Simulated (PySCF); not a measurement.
B(Cl)3 cation (BCl3), SMILES ClB(Cl)Cl (connectivity only; charge and spin as stated), charge +1, multiplicity 2. Atoms are numbered in the order given.

```xyz
4

B      0.0000     0.0000     0.0000
Cl     1.7312     0.0000     0.0000
Cl    -0.8656    -1.4993     0.0000
Cl    -0.8656     1.4993     0.0000
```
Charge +1, spin multiplicity 2.

Coordinates come from a r2SCAN-D4/def2-SVP optimisation. The multiplicity is an assumed one; other spin states were not compared. The isomer is the one that the SMILES or the coordinates give; other isomers of the formula were not compared.

Computed with PBE/def2-TZVPD run with PySCF.

Mulliken values depend strongly on the basis, most of all with diffuse functions as here. ESP charges are fitted to the potential on shells at 1.4 to 2.0 van der Waals radii. Atomic charges (e):

```csv
atom,meta-Löwdin,ESP fit,Mulliken,Mulliken spin
B1,0.06,-0.20,0.68,-0.08
Cl2,0.31,0.40,0.11,0.36
Cl3,0.31,0.40,0.11,0.36
Cl4,0.31,0.40,0.11,0.36
```
